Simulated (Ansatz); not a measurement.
Start from `COC(C)(F)Cl` and change one atom or group to get `CC(F)(F)Cl`.

Ansatz, PBE0-D4/def2-TZVP geometries, multiplicity 1. Each molecule was computed in one conformer, which needn't be the lowest.

| property | `COC(C)(F)Cl` |
| --- | --- |
| LUMO energy (B3LYP/def2-TZVPP) / eV | 0.45 |
| HOMO–LUMO gap (ωB97M-V/def2-TZVPP) / eV | 13.60 |
| size of the dipole moment (B3LYP/def2-TZVPP) / D | 3.02 |
| zero-point energy (PBE0-D4/def2-TZVP) / kJ/mol | 239.2 |
| HOMO–LUMO gap (PBE/def2-TZVPP) / eV | 6.58 |
| LUMO energy (PBE/def2-TZVPP) / eV | -0.41 |

Problem. Give the same properties after the change, and the shifts. (Best estimate.)

Solution. Ansatz gave: 
| property | `CC(F)(F)Cl` | shift |
| --- | --- | --- |
| LUMO energy (B3LYP/def2-TZVPP) / eV | 0.17 | -0.28 |
| HOMO–LUMO gap (ωB97M-V/def2-TZVPP) / eV | 14.39 | 0.79 |
| size of the dipole moment (B3LYP/def2-TZVPP) / D | 2.15 | -0.87 |
| zero-point energy (PBE0-D4/def2-TZVP) / kJ/mol | 133.3 | -105.9 |
| HOMO–LUMO gap (PBE/def2-TZVPP) / eV | 7.15 | 0.57 |
| LUMO energy (PBE/def2-TZVPP) / eV | -0.65 | -0.24 |

With PBE0 the HOMO falls by 0.68 eV and the LUMO falls by 0.26 eV, so the gap widens by about 0.42 eV. PBE moves the HOMO by -0.81 eV and ωB97M-V by -0.61 eV. The zero-point energy changes by -105.9 kJ/mol with -12 modes. Dipoles are sizes alone; their direction can turn.

B3LYP here is the variant with VWN-RPA as its local correlation; programs differ in this.
